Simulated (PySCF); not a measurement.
Gas-phase reaction: 4 SiH3Cl + 2 SiH3F → 2 SiH2F + i-Si4H10 + 4 HCl

Computed with PySCF and rigid-rotor harmonic-oscillator thermochemistry at 1 bar. † marks an energy on the PBE0/def2-TZVP geometry and frequencies; other levels use their own. MP2 freezes the core. 6-31G* has spherical d functions here. Open shells (unrestricted): SiH2F (multiplicity 2); the rest are closed-shell singlets. SiH2F: computed as isolated molecules; such fragments, hydroxides, amides, oligomers or adducts are transient or little studied in the gas. MP2 isn't extrapolated to the basis-set limit; its ΔH°(298 K) is 657.7 kJ in def2-SVP and 695.8 kJ in def2-TZVPP. The harmonic model lacks anharmonicity and excited electronic states, which grow with temperature; levels with a mode under 35 cm⁻¹ are left out. Internal rotation in i-Si4H10 is treated as a harmonic vibration of one conformer, which makes the entropy rough.

| level | ΔE electronic, kJ | ΔH°(298 K), kJ | ΔS°(298 K), J/K | ΔG°(1200 K), kJ |
|---|---|---|---|---|
| BLYP/def2-TZVP† | 666 | 648 | 176 | 410 |
| HF/6-31G* | 725 | 703 | 174 | 464 |
| HF/def2-TZVP† | 704 | 687 | 176 | 448 |
| MP2/def2-SVP† | 675 | 658 | 176 | 419 |
| MP2/def2-TZVPP† | 713 | 696 | 176 | 457 |
| PBE/def2-TZVP† | 627 | 609 | 176 | 371 |
| PBE0/def2-SVP† | 635 | 617 | 176 | 379 |
| PBE0/def2-TZVP | 656 | 639 | 176 | 400 |
| LDA/def2-TZVP† | 655 | 638 | 176 | 399 |
| ωB97M-V/def2-TZVP† | 727 | 709 | 176 | 471 |
ΔH° is lowest at PBE/def2-TZVP† and highest at ωB97M-V/def2-TZVP†. No reference value is set beside these.
